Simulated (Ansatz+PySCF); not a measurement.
The numbers below are computed, except where a source is named.
Input for PySCF 2.14.0:

```python
from pyscf import gto, scf

mol = gto.M(atom="""
C -0.003900 -0.003910 -0.450190
C -0.004050 1.224000 0.189020
C 0.007840 -1.235900 0.197530
H -0.008960 0.001440 -1.534670
H 0.005220 2.156220 -0.372300
H -0.000280 1.289080 1.291240
H 0.001510 -2.154770 -0.372310
H -0.009630 -1.296650 1.285970
""", basis='def2-svp', charge=0, spin=1)
mf = scf.ROHF(mol)
mf.init_guess = '1e'
mf.kernel()
while True:  # follow internal instabilities
    mo, _, stable, _ = mf.stability(return_status=True)
    if stable: break
    mf.kernel(mf.make_rdm1(mo, mf.mo_occ))
print(mf.converged, mf.e_tot, mf.spin_square()[0])
```

The script is written out from the run's settings.

The run gave:

| Property | Result |
| --- | --- |
| Converged | yes |
| Total energy | -116.36115 hartree |
| Spin squared of the determinant | 0.750 |

Caution: an unrestricted determinant lies well below.
